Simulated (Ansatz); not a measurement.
**C2H2O (singlet): the correlation ladder, cc-pVDZ**

The task here is to estimate one member of a computed series from the others.

The runs use Ansatz 0.2.0, Gaussian basis; cc-pVDZ, core rule «outside noble gas», up to 3 orbitals frozen.

Plan: UHF; CCSD(T) on RHF; CCSDT(Q) on RHF.

3 further runs of the same task are left out: 1 that didn't finish, 2 set aside as unsound or not needed.

### What is computed

The geometry is an MP2(full)/6-31G* stationary point (not a proven minimum).

5 atoms, charge 0, spin multiplicity 1.

Atoms are counted from 1 here; the program's logs count them from 0.

Bond lengths: C1–C2 1.318 Å, C1–H3 1.080 Å, C1–H4 1.080 Å, C2–O5 1.180 Å. Angles: C2–C1–H3 119.6°, C2–C1–H4 119.6°, H3–C1–H4 120.7°, C1–C2–O5 180.0°.

Set-up of the first run:

in.yaml

```yaml
crystal:
  periodic: [false, false, false]
  atoms:
    - {symbol: C, position_ang: [0.000000, 0.000000, -1.301788]}
    - {symbol: C, position_ang: [0.000000, 0.000000, 0.016472]}
    - {symbol: H, position_ang: [0.000000, 0.938847, -1.835672]}
    - {symbol: H, position_ang: [0.000000, -0.938847, -1.835672]}
    - {symbol: O, position_ang: [0.000000, 0.000000, 1.196172]}
basis:
  gaussian: {orbitals: cc-pVDZ}
magnetization: {spin_polarized: true, initial_magnetization: 0}
hamiltonian: {xc: hf}
output: {orbitals: {seedname: orbitals}}
```

Run with:

```console
$ ansatz run in.yaml --threads 1 --pin off --events-out ev --progress --plain --max-ram 2816MiB --backend cpu
```

Steps of the session up to this table: UHF; CCSD(T) on RHF; CCSDT(Q) on RHF.

One of the session's tables, all rows but one given; the rest of the session is left out.

It belongs to the step «Misses and costs». 

```
   method  from RCCSDT(Q) (meV)
      RHF              +12902.4
     RMP2                     ?
    RCCSD                +539.7
 RCCSD(T)                 +64.9
   RCCSDT                 +45.6
RCCSDT(Q)                     0
```

**Question.** Estimate the row for RMP2.

As computed: from RCCSDT(Q) (meV): +948.7. In the column «from RCCSDT(Q) (meV)» it lies between RCCSD (+539.7) and RHF (+12902.4).

With the free atoms at the same levels and basis (separate runs), the atomisation energy is 21.275 eV at RCCSDT(Q), 21.233 eV at RCCSD(T), 15.619 eV at RHF.
